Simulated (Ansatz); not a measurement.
Ideal-gas functions of `[SiH3]` radical at 298.15 K and 1 bar, from an Ansatz frequency run at PBE0-D4/def2-TZVP.

Molar mass 31.11 g/mol, point group C3v (symmetry number 3), electronic degeneracy 2, moments of inertia 3.586, 3.586, 6.065 u Å². Harmonic wavenumbers (cm⁻¹, unscaled): 746, 927, 927, 2203, 2242, 2242.

Use S(trans) = R[1.5 ln M + 2.5 ln T − 1.1517]; rotational temperatures θ = 24.2544 K / I; S(rot) = R[ln(√π/σ · √(T³/θAθBθC)) + 1.5]; for each mode x = 1.438777 ν̃/T, S = R[x/(eˣ − 1) − ln(1 − e⁻ˣ)] and H = RT x/(eˣ − 1); 1 cm⁻¹ = 0.0119627 kJ/mol; R = 8.31446 J/(mol·K).

Task: By hand: the entropy, in J/(mol·K).

Result: Translation 151.7. Rotation: θ = 6.7636, 6.7636, 3.9991 K, giving 57.5. Vibration, mode by mode: 1.07, 0.52, 0.52, 0.00, 0.00, 0.00, in all 2.1. Electronic 5.8. Sum 217.1 J/(mol·K).

Task: By hand: H − E and G − E in kJ/mol, counted from the electronic energy.

Result: Zero-point energy ½ × 9287 × 0.0119627 = 55.5; thermal vibration 0.5; translation, rotation and pV give 4 RT = 9.9. H − E = 65.9 kJ/mol, and G − E = 65.9 − 298.15 × 217.1/1000 = 1.2 kJ/mol.

Vibration gives 1 % of the entropy; all modes have x over 3 and are hardly excited.
